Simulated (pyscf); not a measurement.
Cl–AlH–Cl (SMILES [Cl][AlH][Cl]) + H• (SMILES [H]) -> [Cl–Al–Cl]• (SMILES [Cl][Al][Cl]) + H₂ (SMILES [H][H]) (hydrogen abstraction; doublet surface; Al–H broken, H–H formed). Single points on ωB97X-D3(BJ)/def2-SVP structures (PySCF, gas phase). Energies in kcal/mol from the separated reactants.

```json
[
 {"level": "ωB97X-D3(BJ)/def2-TZVP", "barrier": "3.6", "reaction energy": "-20.1"},
 {"level": "B3LYP-D3(BJ)/def2-TZVP", "barrier": "[?]", "reaction energy": "-24.2"},
 {"level": "PBE0-D3(BJ)/def2-TZVP", "barrier": "0.9", "reaction energy": "-21.9"},
 {"level": "M06-2X/def2-TZVP", "barrier": "3.5", "reaction energy": "-25.0"},
 {"level": "ωB97M-D3(BJ)/def2-TZVP", "barrier": "3.6", "reaction energy": "-19.7"},
 {"level": "HF/def2-TZVP", "barrier": "[?]", "reaction energy": "[?]"}
]
```

Task: Fill in the missing entries.

Result: 
- B3LYP-D3(BJ)/def2-TZVP, barrier: -0.6
- HF/def2-TZVP, barrier: 9.6
- HF/def2-TZVP, reaction energy: -15.4

At B3LYP-D3(BJ) this geometry lies under the reactants; that is no barrier but a single point on another level's saddle; such a level's own saddle, if it has one, lies nearer that side and is low. This is the saddle that the search found; another between the same sides may lie lower. The angle at the transferred H is 180°.
